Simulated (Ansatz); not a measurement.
# [B2H5]− (SMILES B[BH3-]) at 6 levels

We compute a comparison of 6 runs (UHF/STO-3G, r2SCAN/STO-3G, wB97X/STO-3G, CCSDT(Q)/STO-3G, CCSD(T)/STO-3G, FCI/STO-3G) of [B2H5]−. 

The calculation is run with Ansatz 0.2.0.

1 further run of the same task is left out (set aside as unsound or not needed).

## (1) The molecule

[B2H5]−: 7 atoms, total charge -1, spin state singlet. SMILES: `B[BH3-]`. The H4–B1 distance was set to 2.406 Å, away from the relaxed value. At this shape a bond of the SMILES string is far longer than usual.

Bond lengths: B1–B2 1.680 Å, B1–H3 1.204 Å, B2–H5 1.241 Å, B2–H6 1.241 Å, B2–H7 1.240 Å. Angles: B1–B2–H5 110.6°, B1–B2–H6 110.4°, B1–B2–H7 115.9°, B2–B1–H3 126.5°, H5–B2–H6 105.3°, H5–B2–H7 107.0°, H6–B2–H7 107.0°.

## (2) The energy at UHF/STO-3G (run 1)

Input file job.yaml:

```yaml
crystal:
  periodic: [false, false, false]
  atoms:
    - {symbol: B, position_ang: [1.026370, 0.051062, 0.291213]}
    - {symbol: B, position_ang: [0.696450, 1.478182, -0.532517]}
    - {symbol: H, position_ang: [2.078510, -0.263658, 0.785853]}
    - {symbol: H, position_ang: [-0.606320, -1.678230, 0.657480]}
    - {symbol: H, position_ang: [0.284830, 1.236232, -1.678197]}
    - {symbol: H, position_ang: [-0.225840, 2.094762, 0.024323]}
    - {symbol: H, position_ang: [1.644170, 2.269622, -0.646977]}
basis:
  gaussian:
    orbitals: STO-3G
accuracy: high
total_charge: -1
hamiltonian:
  xc: hf
magnetization:
  spin_polarized: true
  initial_magnetization: 0
```

Started as:

```bash
$ ansatz run job.yaml --threads 1 --pin off --max-ram 2610MiB --events-out events.jsonl --progress --plain --runs-dir runs
```

The program printed:

```text
Warning: RAYON_NUM_THREADS=1 ignored (pool sized by the plan → 1); use --threads N
Functional definition: HF
  name "HF"
  exchange = exact_x
  correlation = 0
252 factors; integrals over basis functions are off by at most 3.0e-8 eV
mean field evaluation 1: about -1390.0021 eV, gradient 1.6e1 eV
mean field evaluation 2: about -1390.0438 eV, gradient 1.6e1 eV
mean field evaluation 4: about -1394.1882 eV, gradient 1.9e0 eV
mean field evaluation 8: about -1394.2292 eV, gradient 3.8e-2 eV
mean field evaluation 16: about -1394.6897 eV, gradient 2.8e0 eV
mean field evaluation 32: about -1395.8522 eV, gradient 4.2e-4 eV
mean field -1395.88341983 eV, -51.2977695149 hartree, gradient 1.8e-8 eV, S^2 0.825440; 4 other end points of the search recorded, 0 dependent functions left out
reference -1395.88341983 eV, -51.2977695149 hartree; 8, 8 occupied and 7, 7 virtual orbitals, 252 factors
Total energy: -1395.88341983 eV, -51.2977695149 hartree
```

It took 0.12 s on 1 thread of Arm Neoverse V1, shared host.

## (3) A single-point energy at r2SCAN/STO-3G (run 2)

Edit job.yaml of step 2 so:

```diff
@@ -1 +1,4 @@
+basis:
+  gaussian:
+    orbitals: STO-3G
 crystal:
@@ -10,5 +13,2 @@
     - {symbol: H, position_ang: [1.644170, 2.269622, -0.646977]}
-basis:
-  gaussian:
-    orbitals: STO-3G
 accuracy: high
@@ -16,5 +16,4 @@
 hamiltonian:
-  xc: hf
+  xc: r2scan
 magnetization:
-  spin_polarized: true
-  initial_magnetization: 0
+  spin_polarized: false
```

Started as:

```bash
$ ansatz run job.yaml --threads 1 --pin off --max-ram 2610MiB --events-out events.jsonl --progress --plain --runs-dir runs
```

The program printed:

```text
Warning: RAYON_NUM_THREADS=1 ignored (pool sized by the plan → 1); use --threads N
Functional definition: r2SCAN
  name "r2SCAN"
  parameter k0 = 0.174
  parameter k1 = 0.065
  parameter a1 = 4.9479
  exchange = r2scan_x(k0 = k0, k1 = k1, a1 = a1)
  correlation = r2scan_c
252 factors; integrals over basis functions are off by at most 3.0e-8 eV
mean field evaluation 1: about -1402.5916 eV, gradient 2.3e1 eV
mean field evaluation 2: about -1381.1005 eV, gradient 5.6e1 eV
mean field evaluation 4: about -1407.3940 eV, gradient 2.1e0 eV
mean field evaluation 8: about -1407.4146 eV, gradient 6.5e-2 eV
mean field evaluation 16: about -1407.2994 eV, gradient 3.3e-6 eV
mean field -1407.29935269 eV, -51.7172973094 hartree, gradient 8.0e-8 eV, S^2 0.000000; 0 other end points of the search recorded, 0 dependent functions left out
reference -1407.29935316 eV, -51.7172973269 hartree; 8, 8 occupied and 7, 7 virtual orbitals, 252 factors
Total energy: -1407.29935316 eV, -51.7172973269 hartree
```

Run time: 2.1 s. Hardware: 1 thread of Arm Neoverse V1, shared host; peak memory 0.13 GiB.

Runs 3 to 5 aren't shown in full; the table further down has their settings and results.

## (4) The energy at FCI/STO-3G (run 6)

Input file molecule.yaml:

```yaml
crystal:
  periodic: [false, false, false]
  atoms:
    - {symbol: B, position_ang: [1.026370, 0.051062, 0.291213]}
    - {symbol: B, position_ang: [0.696450, 1.478182, -0.532517]}
    - {symbol: H, position_ang: [2.078510, -0.263658, 0.785853]}
    - {symbol: H, position_ang: [-0.606320, -1.678230, 0.657480]}
    - {symbol: H, position_ang: [0.284830, 1.236232, -1.678197]}
    - {symbol: H, position_ang: [-0.225840, 2.094762, 0.024323]}
    - {symbol: H, position_ang: [1.644170, 2.269622, -0.646977]}
basis:
  gaussian:
    orbitals: STO-3G
total_charge: -1
magnetization:
  spin_polarized: false
  initial_magnetization: 0
correlation:
  method: fci
  frozen_orbitals: {B: 1, H: 0}
accuracy: high
```

Started as:

```bash
$ ansatz run molecule.yaml --threads 1 --pin off --max-ram 2610MiB --events-out events.jsonl --progress --plain --runs-dir runs
```

The program printed (excerpt; [...] marks lines left out):

```text
Warning: RAYON_NUM_THREADS=1 ignored (pool sized by the plan → 1); use --threads N
[... 2 set-up lines as earlier in the session ...]
[...]
252 factors; integrals over basis functions are off by at most 3.0e-8 eV
[...]
mean field -1394.22922555 eV, -51.2369789963 hartree, gradient 8.9e-9 eV, S^2 0.000000; 0 other end points of the search recorded, 0 dependent functions left out; unrestricted orbitals would lower it
[...]
unrestricted determinant -1395.88341982 eV, -51.2977695148 hartree, S^2 0.8255
2 core orbitals not correlated: weight in the atoms' cores, before any rotation towards them, 1.000 or more for the frozen orbitals, at most 0.000 for the correlated occupied ones
reference -1394.22922555 eV, -51.2369789963 hartree; 6, 6 occupied and 7, 7 virtual orbitals, 252 factors
state -1399.19162982 eV, -51.4193439897 hartree
Total energy: -1399.19162982 eV, -51.4193439897 hartree
```

It took 17 s on 1 thread of Arm Neoverse V1, shared host; peak memory 0.28 GiB.

## (5) Overview of the runs

```tsv
run	level	frozen core orbitals	energy (Eh)	wall time
1	UHF/STO-3G	–	-51.297770	0.12 s
2	r2SCAN/STO-3G	–	-51.717297	2.1 s
3	wB97X/STO-3G	–	-51.729032	4.8 s
4	CCSDT(Q)/STO-3G	2	-51.419297	0.32 s
5	CCSD(T)/STO-3G	2	-51.419230	0.12 s
6	FCI/STO-3G	2	-51.419344	17 s
```

## (6) Summary of results

| quantity | value |
| --- | --- |
| run 6: total energy | -51.41934 Eh |
| run 6: correlation energy (2 core orbitals frozen) | -182.4 mEh |

Against full CI in this basis: UHF +121.6 mEh; CCSDT(Q) +0.0 mEh; CCSD(T) +0.1 mEh. Totals of different functionals can't be ranked against each other. In run 5 the T1 diagnostic is large, so a single reference may not serve. In runs 4, 5 the log says that unrestricted orbitals would lower the reference, so the values rest on an unstable closed-shell determinant (other closed-shell runs at this shape may share the fault). In runs 1, 2, 3, 4, 5, 6 the basis is minimal, so the values are rough. Spin contamination of the reference: run 1 ⟨S²⟩ = 0.83. Where it is this large, the reference is a mixture of spin states, and values that rest on it are in doubt. All runs together took 24 s, the longest 17 s.
